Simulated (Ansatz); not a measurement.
Here is an Ansatz input file for H4OSi2, SMILES [SiH]O[SiH3]. Write the same calculation for the Python package.

```yaml
crystal:
  periodic: [false, false, false]
  atoms:
    - { symbol: Si, position_ang: [-1.7388, -1.31, -0.0748] }
    - { symbol: O, position_ang: [-0.1836, -0.9225, 0.1152] }
    - { symbol: Si, position_ang: [0.7905, 0.3907, 0.2611] }
    - { symbol: H, position_ang: [-2.2072, -0.5792, -1.3147] }
    - { symbol: H, position_ang: [0.7703, 1.2125, -0.9703] }
    - { symbol: H, position_ang: [0.3898, 1.2165, 1.4381] }
    - { symbol: H, position_ang: [2.2402, -0.0761, 0.4996] }
basis:
  gaussian:
    orbitals: def2-SVP
correlation:
  method: sc_nevpt2
  active_space:
    window:
      electrons: 2
      orbitals: 2
```

The script, `cas_h4osi2.py`:
```python
import ansatz


def main() -> None:
    h4osi2 = (
        ansatz.Crystal.molecule()
        .atom("Si", (-1.7388, -1.31, -0.0748))
        .atom("O", (-0.1836, -0.9225, 0.1152))
        .atom("Si", (0.7905, 0.3907, 0.2611))
        .atom("H", (-2.2072, -0.5792, -1.3147))
        .atom("H", (0.7703, 1.2125, -0.9703))
        .atom("H", (0.3898, 1.2165, 1.4381))
        .atom("H", (2.2402, -0.0761, 0.4996))
    )

    job = h4osi2.calculation().basis(gaussian="def2-SVP").correlation(active_electrons=2, active_orbitals=2)
    for method in ["sc_nevpt2"]:
        data = (job if method is None else job.correlation(method)).run(threads=1, backend="cpu").report
        space = data["configurations"]
        state = space["states"][0]
        print(method or "casscf", f"total {data['free_energy_ev'] / 27.211386246:.6f} Ha, active-space state {state['energy']['hartree']:.6f} Ha, mean field {data['reference_energy_ev'] / 27.211386246:.6f} Ha")
        print("  determinants", state["n_determinants"], " natural occupations", [round(n, 3) for n in space["natural_occupations"]])


if __name__ == "__main__":
    main()
```

```console
$ python cas_h4osi2.py
sc_nevpt2 total -655.192393 Ha, active-space state -654.848489 Ha, mean field -654.828260 Ha
  determinants 4  natural occupations [1.915, 0.085]
```

Total energies depend on the basis set; only differences at equal settings carry meaning. The geometry is a force-field or estimated start, not a minimum of this method, and the basis set is short of its limit. The active space starts as a window about the frontier orbitals and is then optimised, not chosen by chemistry. The whole script took 2.4 s on 1 thread of Arm Neoverse V1, on a shared host, peak memory 0.18 GiB.

(Lines on the test bed's own set-up are left out of the output.)
